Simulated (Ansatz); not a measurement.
Rhodium, fcc: convergence with the k-point mesh

Computed with Ansatz, LDA, scalar-relativistic PAW, on the relaxed cell (a = 3.755 Å; spin not included). Errors count from a run at 420 eV on a Γ-centred 24×24×24 mesh with Fermi-Dirac smearing of 0.1 eV, extrapolated to zero width. Fixed here: cutoff 420 eV, Fermi-Dirac width 0.1 eV. The SCF starts from atomic densities corrected by a trained network.

```
  k-mesh  E(σ→0) error (meV/atom)  P (GPa)  SCF iterations
   2×2×2                   3965.3    62.46               6
   4×4×4                   -461.1    -8.18               6
   5×5×5                    160.4     3.24               6
   7×7×7                    -64.7    -1.49               6
12×12×12                     -3.0    -0.20               6
15×15×15                     -0.7    -0.05               6
21×21×21                      0.0    -0.04               6
```

What does the run at 9×9×9 give (k-mesh)?

E(σ→0) error (meV/atom): 7.0; P (GPa): 0.03; SCF iterations: 6.

Within 5 meV/atom of the last row: from 12×12×12 on.
